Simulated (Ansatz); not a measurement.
**SiCF+ (quintet): the correlation ladder, def2-TZVPP**

An exercise on one series of results from a longer session: the logs are not shown, and one member is left open.

Method: def2-TZVPP, core rule «outside noble gas», up to 7 orbitals frozen; program: Ansatz 0.2.0, Gaussian basis.

Plan: UHF; ROHF; CCSD(T) on UHF.

### The geometry

The geometry is a PBE0/def2-TZVP stationary point (not a proven minimum) of the parent state, kept for this charge and spin.

3 atoms, charge 1, spin multiplicity 5.

Atoms are counted from 1 here; the program's logs count them from 0.

Bond lengths: F1–C2 1.299 Å, C2–Si3 1.895 Å. Angles: F1–C2–Si3 122.9°.

Set-up of the first run:

File in.yaml:

```yaml
crystal:
  periodic: [false, false, false]
  atoms:
    - {symbol: F, position_ang: [0.000000, -0.229980, 1.548266]}
    - {symbol: C, position_ang: [0.000000, 0.558036, 0.515839]}
    - {symbol: Si, position_ang: [0.000000, -0.083073, -1.267920]}
basis:
  gaussian: {orbitals: def2-TZVPP}
total_charge: 1
magnetization: {spin_polarized: true, initial_magnetization: 4}
hamiltonian: {xc: hf}
output: {orbitals: {seedname: orbitals}}
```

On the command line:

```sh
$ ansatz run in.yaml --threads 1 --pin off --events-out ev --progress --plain --max-ram 4096MiB --backend cpu
```

Among the steps run: UHF; ROHF; CCSD(T) on UHF.

One table of the session follows, with a row left open; its other results are not shown here.

```
  method  from UCCSD(T) (kJ/mol)
    ROHF                 +1141.9
     UHF                 +1129.7
    UMP2                       ?
   UCCSD                   +46.5
UCCSD(T)                       0
```

**Question.** Estimate the row for UMP2.

The run gave: from UCCSD(T) (kJ/mol): +100.9. In the column «from UCCSD(T) (kJ/mol)» it lies between UCCSD (+46.5) and UHF (+1129.7).
